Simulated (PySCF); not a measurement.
Al2O2, optimised at GFN2-xTB:

```xyz
4

Al    -1.1675    -0.3431    -0.0240
O      0.2452    -1.0788    -0.7029
Al     1.1470     0.3715    -0.4174
O     -0.2657     1.1072     0.2616
```

Energies from PySCF (xtb for GFN2), thermal terms from the rigid-rotor harmonic-oscillator model, ideal gas at 1 bar. 6-31G* has spherical d functions here. All species are closed-shell singlets. B3LYP is the form with VWN-RPA correlation. Strong static correlation: Al2O2.

Problem. List the harmonic frequencies (cm⁻¹, unscaled) at this level and at the other levels, each on its own geometry.

Solution. 
- GFN2-xTB: 276, 503, 516, 561, 672, 796
- B3LYP/6-31G*: 301, 510, 552, 613, 760, 788
- HF/6-31G*: 327, 479, 553, 665, 820, 861
- PBE0/def2-TZVP: 301, 522, 566, 640, 779, 806
